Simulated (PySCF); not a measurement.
# Vibration and rotation of LiF

RHF-CCSD(T) constants of LiF, ¹Σ⁺ (singlet), closed shell (Li def2-SVPD, F def2-SVPD; no relativity (PySCF 2.14); masses 7.0160 and 18.9984 u):

| Quantity | Value |
| --- | --- |
| ωe | 885.5 cm⁻¹ |
| ωexe | 7.46 cm⁻¹ |
| Be | 1.293 cm⁻¹ |
| αe | 0.0189 cm⁻¹ |
| De to Li + F | 5.88 eV |

(1) What force constant and bond length do these constants imply?

(2) Estimate the centrifugal constant D from the Kratzer relation and find the Dunham coefficient a1.

Correlated steps freeze 1 core orbital. Correlated levels converge slowly with the basis: in double zeta they bind strong bonds too weakly, by up to about 1 eV, and carry superposition errors of some tenths. Where the molecule has an RHF reference, its open-shell atoms are computed with UHF.

Results:

(1) Reduced mass μred = 5.1238 u; k = 5.8918×10⁻⁷·μred·ωe² (u, cm⁻¹, mdyn/Å) = 2.37 mdyn/Å; Re = √(16.8576/(μred·Be)) (u, cm⁻¹, Å) = 1.595 Å.

(2) D = 4Be³/ωe² = 1.1e-05 cm⁻¹; a1 = −1 − αeωe/(6Be²) = -2.67.
